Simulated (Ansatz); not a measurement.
Species: HO, SMILES `[OH]` (charge 0, multiplicity 2).

### Question
Give a relaxed geometry from CAM-B3LYP-D3(BJ)/def2-TZVP (Ansatz, an electronic-structure program).

### Answer
the end point of this relaxation (outside a Z-matrix the atoms follow the SMILES, hydrogens last).
Bonded distances (Å): O1–H2 0.975.
